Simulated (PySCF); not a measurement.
Members of the series nitrenes, diatomics and small unsaturated species; each row names its spin state. Gas-phase values, no solvent. One relaxed conformer stands for each flexible species; it need not be the lowest. Strings in code marks are SMILES.

The numbers are results of PBE-D3(BJ)/def2-TZVP // B3LYP-D3(BJ)/def2-TZVP (PySCF), not measurements. 

```
species                                        dipole moment (D)  highest occupied spin orbital (eV)
---------------------------------------------  -----------------  ----------------------------------
multiplicity 3 (`[N]C#N` (lower triplet))                   0.00                               -8.24
multiplicity 3 (`S=S` (lower triplet))                      0.00                               -5.78
multiplicity 3 (`[BH]` (excited triplet))                   0.25                               -4.32
multiplicity 1 (`[O+]#[Si-]` (lower singlet))               2.79                                   –
```
